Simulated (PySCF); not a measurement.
These are PBE-D3(BJ)/def2-TZVP // PBE-D3(BJ)/def2-SVP in PySCF 2.14.0 values and carry that method's errors. Gas-phase values, no solvent. 

Reference species (SMILES): `[CH3]` (neutral, multiplicity 2).

| Item | Value |
|---|---|
| highest occupied spin orbital | -5.38 eV |

Changed species: `C[N]C` (free radical N(CH3)2; the reference has free radical CH3).

What does the change do to the highest occupied spin orbital?

the highest occupied spin orbital drops by 0.18 eV, to -5.56 eV.
